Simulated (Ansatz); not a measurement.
Stepwise reaction of `FBF` with hydrogen sulfide, as a gas-phase model of exchange steps in deposition or etching. ΔE in kJ/mol; ΔG adds harmonic PBE0-D4 terms to CCSD(T)/CBS, at 1 bar.

Gas-phase electronic energies from Ansatz, PBE0-D4/def2-TZVP geometries. CBS: MP2 limit from def2 TZ/QZ plus the TZ coupled-cluster correction, frozen cores. This one scheme is used for every species. Functionals use def2-TZVPP. B3LYP here is the variant with VWN-RPA as its local correlation; programs differ in this. One conformer a species, not always the lowest.

```json
{"step": "1", "reaction": "`FBF` + H₂S → `FBS` + H–F", "PBE-D4": "71.9", "B3LYP-D4": "85.1", "ωB97M-V": "85.2", "CCSD(T)/CBS": "78.8", "ΔG(500 K)": "86.8"}
{"step": "2", "reaction": "`FBS` + H₂S → `SBS` + H–F", "PBE-D4": "44.3", "B3LYP-D4": "57.0", "ωB97M-V": "57.8", "CCSD(T)/CBS": "48.3", "ΔG(500 K)": "59.8"}
```

Task: By hand: ΔE of the 2 steps together at CCSD(T)/CBS.

Result: (78.8) + (48.3) = 127.1 kJ/mol, or 63.5 kJ/mol a step.

In ΔE each step is lower than the one before. All are uphill at CCSD(T)/CBS. ΔG lies between 59.8 and 86.8 kJ/mol a step. PBE-D4 differs from CCSD(T)/CBS by -6.9 to -4.0 kJ/mol a step. Isolated molecules leave out the surface, adducts and barriers. Largest T1 diagnostic: 0.014.
